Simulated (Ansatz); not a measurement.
# revPBE/6-31G(d) (spherical functions) run of C6H12 (1-hexene)

Aim: the vertical singlet–triplet gap of C6H12 (1-hexene) at revPBE/6-31G* (spherical functions), from 2 runs. 

The calculation is run with Ansatz 0.2.0.

30 further runs of the same task are left out: 30 set aside as unsound or not needed.

### Step 1. The molecule

C6H12: 18 atoms, total charge 0, spin state singlet. SMILES: `C=CCCCC`. Geometry: relaxed at PBE0-D4/def2-TZVP. This is one conformer, not always the lowest.

Some bond lengths: C1–C2 1.326 Å, C2–C3 1.492 Å, C3–C4 1.531 Å, C4–C5 1.524 Å, C5–C6 1.520 Å, C1–H7 1.084 Å, C1–H8 1.086 Å, C2–H9 1.089 Å, C3–H10 1.097 Å, C3–H11 1.094 Å, C4–H12 1.096 Å, C4–H13 1.095 Å, C5–H14 1.095 Å, C5–H15 1.095 Å, C6–H16 1.092 Å, C6–H17 1.094 Å. Some angles: C1–C2–C3 124.9°, C2–C3–C4 113.7°, C3–C4–C5 115.3°, C4–C5–C6 114.1°, C1–C2–H9 118.5°, C3–C2–H9 116.6°, C2–C1–H7 121.7°, C2–C1–H8 121.3°, C2–C3–H10 109.2°, C2–C3–H11 109.2°.

### Step 2. The energy at revPBE/6-31G(d) (spherical functions)

Input file molecule.yaml:

```yaml
crystal:
  periodic: [false, false, false]
  atoms:
    - symbol: C
      position_ang: [0.557260, -2.464680, -1.410260]
    - symbol: C
      position_ang: [0.256910, -1.557210, -0.491470]
    - symbol: C
      position_ang: [1.057370, -0.329250, -0.211220]
    - symbol: C
      position_ang: [0.323130, 0.973080, -0.541800]
    - symbol: C
      position_ang: [-0.989470, 1.187860, 0.202760]
    - symbol: C
      position_ang: [-0.845170, 1.224200, 1.715550]
    - symbol: H
      position_ang: [-0.065590, -3.336430, -1.575290]
    - symbol: H
      position_ang: [1.443620, -2.368500, -2.030700]
    - symbol: H
      position_ang: [-0.640990, -1.700710, 0.106950]
    - symbol: H
      position_ang: [1.345430, -0.320820, 0.846750]
    - symbol: H
      position_ang: [1.988200, -0.368130, -0.784830]
    - symbol: H
      position_ang: [0.995820, 1.811240, -0.325440]
    - symbol: H
      position_ang: [0.130050, 0.999120, -1.619240]
    - symbol: H
      position_ang: [-1.426830, 2.131340, -0.139440]
    - symbol: H
      position_ang: [-1.706150, 0.409590, -0.080020]
    - symbol: H
      position_ang: [-1.797970, 1.454720, 2.197410]
    - symbol: H
      position_ang: [-0.124150, 1.987240, 2.023900]
    - symbol: H
      position_ang: [-0.501450, 0.267350, 2.116390]
basis:
  gaussian: {orbitals: 6-31G_st_-spherical.json}
hamiltonian: {xc: {name: revPBE}}
accuracy: high
output: {orbitals: {seedname: orbitals}}
```

The basis set 6-31G* is read from a file made from the Basis Set Exchange's data (not shown).

On the command line:

```sh
$ ansatz run molecule.yaml --threads 1 --pin off --max-ram 3480MiB --events-out events.jsonl --progress --plain --runs-dir runs
```

The log of the run:

```text
Warning: RAYON_NUM_THREADS=1 ignored (pool sized by the plan → 1); use --threads N
Functional definition: revPBE
  name "revPBE"
  parameter kappa = 1.245
  parameter beta = 0.06672455060314922
  exchange = pbe_x(kappa = kappa, mu = beta*pi^2/3)
  correlation = pbe_c(beta = beta)
2830 factors; integrals over basis functions are off by at most 3.4e-9 eV
mean field evaluation 1: about -6402.1614 eV, gradient 7.1e1 eV
mean field evaluation 2: about -6389.2259 eV, gradient 9.8e1 eV
mean field evaluation 4: about -6415.0424 eV, gradient 8.9e0 eV
mean field evaluation 8: about -6415.2260 eV, gradient 1.1e-1 eV
mean field evaluation 16: about -6415.2260 eV, gradient 1.1e-5 eV
mean field -6415.22599823 eV, -235.7552070387 hartree, gradient 5.7e-8 eV, S^2 0.000000; 0 other end points of the search recorded, 0 dependent functions left out
reference -6415.22600183 eV, -235.7552071708 hartree; 24, 24 occupied and 84, 84 virtual orbitals, 2830 factors
Total energy: -6415.22600183 eV, -235.7552071708 hartree
```

Wall time 14 s (1 thread of Arm Neoverse V1, shared host); peak memory 0.37 GiB.

### Step 3. The triplet

Input file input.yaml:

```yaml
crystal:
  periodic: [false, false, false]
  atoms:
    - {symbol: C, position_ang: [0.557260, -2.464680, -1.410260]}
    - {symbol: C, position_ang: [0.256910, -1.557210, -0.491470]}
    - {symbol: C, position_ang: [1.057370, -0.329250, -0.211220]}
    - {symbol: C, position_ang: [0.323130, 0.973080, -0.541800]}
    - {symbol: C, position_ang: [-0.989470, 1.187860, 0.202760]}
    - {symbol: C, position_ang: [-0.845170, 1.224200, 1.715550]}
    - {symbol: H, position_ang: [-0.065590, -3.336430, -1.575290]}
    - {symbol: H, position_ang: [1.443620, -2.368500, -2.030700]}
    - {symbol: H, position_ang: [-0.640990, -1.700710, 0.106950]}
    - {symbol: H, position_ang: [1.345430, -0.320820, 0.846750]}
    - {symbol: H, position_ang: [1.988200, -0.368130, -0.784830]}
    - {symbol: H, position_ang: [0.995820, 1.811240, -0.325440]}
    - {symbol: H, position_ang: [0.130050, 0.999120, -1.619240]}
    - {symbol: H, position_ang: [-1.426830, 2.131340, -0.139440]}
    - {symbol: H, position_ang: [-1.706150, 0.409590, -0.080020]}
    - {symbol: H, position_ang: [-1.797970, 1.454720, 2.197410]}
    - {symbol: H, position_ang: [-0.124150, 1.987240, 2.023900]}
    - {symbol: H, position_ang: [-0.501450, 0.267350, 2.116390]}
basis:
  gaussian:
    orbitals: 6-31G_st_-spherical.json
accuracy: high
hamiltonian:
  xc: {name: revPBE}
output: {orbitals: {seedname: orbitals}}
magnetization:
  spin_polarized: true
  initial_magnetization: 2
```

The basis set 6-31G* is read from a file made from the Basis Set Exchange's data (not shown).

On the command line:

```sh
$ ansatz run input.yaml --threads 1 --pin off --max-ram 3480MiB --events-out events.jsonl --progress --plain --runs-dir runs
```

The log of the run (excerpt; [...] marks lines left out):

```text
Warning: RAYON_NUM_THREADS=1 ignored (pool sized by the plan → 1); use --threads N
[... 6 set-up lines as earlier in the session ...]
2830 factors; integrals over basis functions are off by at most 3.4e-9 eV
mean field evaluation 1: about -6397.8050 eV, gradient 5.0e1 eV
mean field evaluation 2: about -6384.5150 eV, gradient 7.0e1 eV
mean field evaluation 4: about -6410.6969 eV, gradient 2.7e0 eV
mean field evaluation 8: about -6410.7119 eV, gradient 6.6e-2 eV
mean field evaluation 16: about -6410.7119 eV, gradient 4.8e-5 eV
mean field -6410.71191079 eV, -235.5893173850 hartree, gradient 4.8e-8 eV, S^2 2.006522; 0 other end points of the search recorded, 0 dependent functions left out
reference -6410.71191446 eV, -235.5893175199 hartree; 25, 23 occupied and 83, 85 virtual orbitals, 2830 factors
Total energy: -6410.71191446 eV, -235.5893175199 hartree
```

It took 25 s on 1 thread of Arm Neoverse V1, shared host; peak memory 0.46 GiB.

### Step 4. Results

Level: revPBE/6-31G* (spherical functions).

```
                                        quantity          value
                           singlet: total energy  -235.75521 Eh
                            singlet: HOMO energy       -5.81 eV
                            singlet: LUMO energy       -0.06 eV
                          singlet: HOMO–LUMO gap        5.75 eV
                           triplet: total energy  -235.58932 Eh
     triplet: HOMO energy (highest over α and β)       -1.34 eV
                                   triplet: ⟨S²⟩          2.007
vertical energy of the triplet above the singlet       4.514 eV
```

**Reading.** At this shape the triplet lies 4.51 eV (104 kcal/mol) above the singlet.
